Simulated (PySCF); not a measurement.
## Highest orbital energy against ionisation energy along group 14

Calculated with PySCF 2.14, no spin-orbit coupling. Each cell gives −ε(HOMO) / ΔSCF in eV; NIST values include spin-orbit coupling, (s) semi-empirical, (t) theoretical.

```json
{"species": "C (aug-cc-pVQZ-DK, spin-free X2C)", "UHF": "11.942 / 10.795", "LDA": "6.123 / 11.686", "PBE": "6.096 / 11.537", "PBE0": "7.648 / 11.510", "r2SCAN": "6.571 / 11.663", "NIST (lowest levels)": "11.260"}
{"species": "Si (aug-cc-pVQZ-DK, spin-free X2C)", "UHF": "8.188 / 7.626", "LDA": "4.563 / 8.221", "PBE": "4.597 / 8.187", "PBE0": "5.619 / 8.209", "r2SCAN": "4.902 / 8.312", "NIST (lowest levels)": "8.152"}
{"species": "Ge (aug-cc-pVQZ-DK, spin-free X2C)", "UHF": "7.890 / 7.402", "LDA": "4.404 / 8.002", "PBE": "4.380 / 7.880", "PBE0": "5.383 / 7.914", "r2SCAN": "4.688 / 8.038", "NIST (lowest levels)": "7.899"}
{"species": "Sn (aug-cc-pVQZ-DK3, spin-free X2C)", "UHF": "7.265 / 6.850", "LDA": "4.176 / 7.421", "PBE": "4.124 / 7.267", "PBE0": "5.036 / 7.312", "r2SCAN": "4.407 / 7.407", "NIST (lowest levels)": "7.344"}
```

How far is −ε(HOMO) from ΔSCF on average for each method, and why?

UHF 0.65 eV; LDA -4.02 eV; PBE -3.92 eV; PBE0 -2.81 eV; r2SCAN -3.71 eV. Hartree-Fock orbital energies lack relaxation and so exceed the ΔSCF value; semilocal functionals have convex E(N) from self-interaction, so their HOMO lies far too high; exact exchange moves hybrids part of the way back.
